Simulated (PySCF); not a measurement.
A species of formula C2H4N (doublet) has this rotational fingerprint, computed with PySCF, PBE0-D3(BJ)/def2-SVP geometry optimisation, gas phase:

```
Rotational constants : A = 66641, B = 11845, C = 10058 MHz
Dipole components    : |μa| = 0.00 D, |μb| = 1.44 D, |μc| = 0.00 D
Inertial defect      : 0.00 u·Å²
κ                    : -0.94
```

Question: Which structure is it? (One computed conformer of each.)
A. `[H]/[C]=N\C` [radical]
B. `[CH2:1][N:2]=[CH2:3]` (doublet state) with H–C1–N2–C3 0° and 180°

Answer: B. It is [CH2]N=C, a near-prolate asymmetric top, point group C2v. The candidates at the same level (rigid rotor, commonest isotopes):

```json
{"SMILES": "[H]/[C]=N\\C", "A (MHz)": "67799", "B (MHz)": "10745", "C (MHz)": "9845", "μa (D)": "1.44", "μb (D)": "1.65", "μc (D)": "0.00", "Δ (u·Å²)": "-3.15", "point group": "Cs", "rotor": "near-prolate asymmetric top"}
{"SMILES": "[CH2]N=C", "A (MHz)": "66641", "B (MHz)": "11845", "C (MHz)": "10058", "μa (D)": "0.00", "μb (D)": "1.44", "μc (D)": "0.00", "Δ (u·Å²)": "0.00", "point group": "C2v", "rotor": "near-prolate asymmetric top"}
```

`[H]/[C]=N\C` has B 9 % too low. In the right answer the symmetry axis of this C2v structure is b, so μa and μc vanish by symmetry. No structure here is proved a minimum.
